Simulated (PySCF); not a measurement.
PySCF input (HF/aug-cc-pV(T+d)Z):

```python
import numpy as np, basis_set_exchange as bse
from pyscf import gto, scf, dft, df

basis = {'H': gto.basis.parse(bse.get_basis('aug-cc-pV(T+d)Z', elements=['H'], fmt='nwchem')), 'P': gto.basis.parse(bse.get_basis('aug-cc-pV(T+d)Z', elements=['P'], fmt='nwchem'))}
mol = gto.M(
    atom='''
    P     0.00293147    0.00160888    0.12817703
    H    -0.00384980    1.18388197   -0.65609339
    H     1.01199153   -0.61366513   -0.65676338
    H    -1.05211382   -0.59435001   -0.60979871
    ''',
    basis=basis,
    charge=0,
    verbose=4,
    max_memory=8640,
)
mf = scf.RHF(mol)
mf = mf.density_fit(auxbasis='def2-universal-jkfit')
mf.conv_tol = 1e-9
mf.max_cycle = 100
print('smallest overlap eigenvalue', np.linalg.eigvalsh(mol.intor('int1e_ovlp'))[0])
mf.kernel()
dip = mf.dip_moment()
```

Output:

```
PySCF version 2.14.0

[INPUT] verbose = 4
[INPUT] num. atoms = 4
[INPUT] num. electrons = 18
[INPUT] charge = 0
[INPUT] spin (= nelec alpha-beta = 2S) = 0
[INPUT] symmetry False subgroup None
[INPUT] Mole.unit = angstrom
[INPUT] Symbol           X                Y                Z      unit          X                Y                Z       unit  Magmom
[INPUT]  1 P      0.002931470000   0.001608880000   0.128177030000 AA    0.005539675442   0.003040342567   0.242219482160 Bohr   0.0
[INPUT]  2 H     -0.003849800000   1.183881970000  -0.656093390000 AA   -0.007275067634   2.237212687111  -1.239836819237 Bohr   0.0
[INPUT]  3 H      1.011991530000  -0.613665130000  -0.656763380000 AA    1.912386832080  -1.159659027896  -1.241102916844 Bohr   0.0
[INPUT]  4 H     -1.052113820000  -0.594350010000  -0.609798710000 AA   -1.988206971670  -1.123158741033  -1.152352553013 Bohr   0.0

nuclear repulsion = 17.5531721951201
number of shells = 26
number of NR pGTOs = 155
number of NR cGTOs = 124
basis = {'H': [[0, [33.87, 0.0, 0.006068, 0.0], [5.095, 0.0, 0.045308, 0.0], [1.159, 0.0, 0.202822, 0.0], [0.3258, 1.0, 0.503903, 0.0], [0.1027, 0.0, 0.383421, 1.0]], [0, [0.02526, 1.0]], [1, [1.407, 1.0, 0.0], [0.388, 0.0, 1.0]], [1, [0.102, 1.0]], [2, [1.057, 1.0]], [2, [0.247, 1.0]]], 'P': [[0, [312400.0, 5.7696e-05, -1.56709e-05, 0.0, 4.30631e-06, 0.0], [46800.0, 0.000448296, -0.000121724, 0.0, 3.34194e-05, 0.0], [10650.0, 0.00234939, -0.000639672, 0.0, 0.000175885, 0.0], [3018.0, 0.00978265, -0.00267426, 0.0, 0.00073434, 0.0], [986.8, 0.0341467, -0.00949831, 0.0, 0.00261775, 0.0], [357.4, 0.100204, -0.0289349, 0.0, 0.00797852, 0.0], [139.6, 0.234372, -0.0745121, 0.0, 0.020794, 0.0], [57.63, 0.382434, -0.149938, 0.0, 0.0424446, 0.0], [24.6, 0.318088, -0.189467, 0.0, 0.0563436, 0.0], [10.12, 0.0707788, 0.036327, 0.0, -0.0127358, 0.0], [4.283, -0.00181799, 0.528816, 0.0, -0.196495, 0.0], [1.805, 0.0021618, 0.519115, 0.0, -0.353555, 0.0], [0.6158, -0.000834742, 0.0605547, 1.0, 0.0741407, 0.0], [0.2782, 0.000432297, -0.00925695, 0.0, 0.700912, 0.0], [0.1055, -0.000114251, 0.00210372, 0.0, 0.404739, 1.0]], [0, [0.0409, 1.0]], [1, [504.9, 0.00233728, 0.0, -0.000555236, 0.0], [119.4, 0.018541, 0.0, -0.00445913, 0.0], [37.96, 0.0849693, 0.0, -0.020635, 0.0], [13.95, 0.244615, 0.0, -0.0617694, 0.0], [5.457, 0.422766, 0.0, -0.108924, 0.0], [2.177, 0.368439, 0.0, -0.105599, 0.0], [0.801, 0.0772734, 1.0, 0.153483, 0.0], [0.2877, -0.00379005, 0.0, 0.576981, 0.0], [0.09714, 0.00159939, 0.0, 0.422439, 1.0]], [1, [0.0307, 1.0]], [2, [3.12, 1.0, 0.0, 0.0], [0.648, 0.0, 1.0, 0.0], [0.218, 0.0, 0.0, 1.0]], [2, [0.0775, 1.0]], [3, [0.452, 1.0]], [3, [0.165, 1.0]]]}
ecp = {}
smallest overlap eigenvalue 0.00018461179458611666

******** <class 'pyscf.df.df_jk.DFRHF'> ********
method = DFRHF
initial guess = minao
damping factor = 0
level_shift factor = 0
DIIS = <class 'pyscf.scf.diis.CDIIS'>
diis_start_cycle = 1
diis_space = 8
diis_damp = 0
SCF conv_tol = 1e-09
SCF conv_tol_grad = None
SCF max_cycles = 100
direct_scf = False
Set gradient conv threshold to 3.16228e-05
Initial guess from minao.
******** <class 'pyscf.df.df.DF'> ********
auxbasis = def2-universal-jkfit
init E= -342.204642518008
  HOMO = -0.299586727914132  LUMO = 0.0242480347611824  gap/eV = 8.81199
cycle= 1 E= -342.474620118081  delta_E= -0.27  |g|= 0.162  |ddm|= 2.81
  HOMO = -0.390955958135656  LUMO = 0.0273975376319733  gap/eV = 11.38398
cycle= 2 E= -342.488417829805  delta_E= -0.0138  |g|= 0.0538  |ddm|= 0.28
  HOMO = -0.388358780167707  LUMO = 0.0294289011962032  gap/eV = 11.36858
cycle= 3 E= -342.490067649791  delta_E= -0.00165  |g|= 0.0184  |ddm|= 0.0943
  HOMO = -0.387950626279268  LUMO = 0.0295219023913287  gap/eV = 11.36001
cycle= 4 E= -342.490332571609  delta_E= -0.000265  |g|= 0.00385  |ddm|= 0.0444
  HOMO = -0.388477501909033  LUMO = 0.0294520325127436  gap/eV = 11.37244
cycle= 5 E= -342.490346287395  delta_E= -1.37e-05  |g|= 0.000627  |ddm|= 0.0133
  HOMO = -0.388486250065238  LUMO = 0.0294503187126605  gap/eV = 11.37263
cycle= 6 E= -342.490346640002  delta_E= -3.53e-07  |g|= 9.66e-05  |ddm|= 0.00234
  HOMO = -0.388514571448443  LUMO = 0.0294491603159752  gap/eV = 11.37337
cycle= 7 E= -342.490346646684  delta_E= -6.68e-09  |g|= 2.2e-05  |ddm|= 0.00028
  HOMO = -0.388510407115575  LUMO = 0.0294490141175583  gap/eV = 11.37326
cycle= 8 E= -342.490346646954  delta_E= -2.7e-10  |g|= 4.94e-06  |ddm|= 4.72e-05
  HOMO = -0.388510857093761  LUMO = 0.0294490727108574  gap/eV = 11.37327
Extra cycle  E= -342.490346646974  delta_E= -1.97e-11  |g|= 1.95e-06  |ddm|= 8.88e-06
converged SCF energy = -342.490346646974
Dipole moment(X, Y, Z, Debye): -0.01523, -0.00836, -0.66590
```
